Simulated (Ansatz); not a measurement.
# BF2 radical: one species, many methods

Aim: compute BF2 radical with functionals from several rungs and with coupled cluster, and see how far each lands from CCSD(T) at the basis-set limit for the atomisation energy.

The runs use Ansatz 0.2.0, Gaussian basis; functionals in def2-TZVPP, the program's frozen cores in correlated methods.

Levels to be run: LDA (SPW92), PBE-D4, revPBE-D4, BLYP-D4, r2SCAN-D4, B97M-V, PBE0-D4, B3LYP-D4, r2SCANh-D4, r2SCAN0-D4, HSE06-D4, BHLYP-D4, CAM-B3LYP-D4, LC-ωPBE, ωB97X-V, ωB97M-V, B2PLYP, PBE-QIDH; CCSD(T)/def2-SVP; CCSD(T)/def2-TZVPP; CCSD(T)/def2-QZVPP; extrapolation to the limit; RPA on PBE.

## (1) Structure used throughout

All runs share one geometry, relaxed beforehand with PBE0-D4 in a triple-zeta def2 set.

SMILES `F[B]F`, 3 atoms, charge 0, spin multiplicity 2.

Atoms are counted from 1 here; the program's logs count them from 0.

Bond lengths: F1–B2 1.306 Å, B2–F3 1.306 Å. Angles: F1–B2–F3 121.1°.

## (2) LDA

This LDA is Slater exchange with PW92 correlation.

File in.yaml:

```yaml
crystal:
  periodic: [false, false, false]
  atoms:
    - {symbol: F, position_ang: [0.513056, -1.044331, 0.159989]}
    - {symbol: B, position_ang: [0.278958, 0.240495, 0.181287]}
    - {symbol: F, position_ang: [-0.802914, 0.738936, -0.354576]}
basis:
  gaussian: {orbitals: def2-TZVPP}
magnetization: {spin_polarized: true, initial_magnetization: 1}
hamiltonian: {xc: lda}
output: {orbitals: {seedname: orbitals}}
```

After this run come: PBE-D4 (GGA); revPBE-D4 (GGA); BLYP-D4 (GGA); r2SCAN-D4 (meta-GGA); B97M-V (meta-GGA); PBE0-D4 (hybrid); B3LYP-D4 (hybrid); r2SCANh-D4 (hybrid); r2SCAN0-D4 (hybrid); HSE06-D4 (hybrid); BHLYP-D4 (hybrid); CAM-B3LYP-D4 (range-separated); LC-ωPBE-D4 (range-separated); ωB97X-V (range-separated); ωB97M-V (range-separated); B2PLYP (double hybrid); PBE-QIDH (double hybrid); CCSD(T) in def2-SVP; CCSD(T) in def2-TZVPP; CCSD(T) in def2-QZVPP; RPA on PBE orbitals.

Q: Predict the results of all the runs planned. Wanted: atomisation energy, CCSD(T)/CBS; farthest beyond LDA; mean size of error, GGA; mean size of error, meta-GGA; mean size of error, hybrid; mean size of error, range-separated; mean size of error, double hybrid; gap, smallest and largest; T1 diagnostic.

As calculated:

```
                               quantity                                      value
        atomisation energy, CCSD(T)/CBS                                  12.802 eV
    functionals within 0.064 eV (0.5 %)                 B3LYP-D4, ωB97X-V, ωB97M-V
                    farthest beyond LDA                         PBE-D4 (+0.676 eV)
                mean size of error, GGA                                   0.366 eV
           mean size of error, meta-GGA                                   0.246 eV
             mean size of error, hybrid                                   0.205 eV
    mean size of error, range-separated                                   0.157 eV
      mean size of error, double hybrid                                   0.065 eV
              gap, smallest and largest  1.95 eV (LDA (SPW92)), 10.30 eV (LC-ωPBE)
                          T1 diagnostic                                     0.0155
triples share of the correlation energy                                      2.9 %
```

What this shows: LDA overbinds by 2.499 eV (20 %). PBE-D4 is off by +0.676 eV. Double hybrids carry the basis error of their MP2 part in triple zeta, and no dispersion term here, so their miss is partly the set-up's. Taken by rung, double hybrid functionals do best (0.065 eV on average) and GGA ones worst beyond LDA (0.366 eV). RPA and LDA stand outside this count. Misses under about 0.064 eV are within the doubt on the reference itself, which lacks core-valence correlation, relativity and higher excitations. Hartree-Fock recovers 77 % of the binding; the rest is correlation. CCSD(T) in def2-SVP is off by -0.539 eV, worse than the median functional, from the basis alone. Orbital gaps span 2.0 to 10.3 eV; exact exchange widens them.
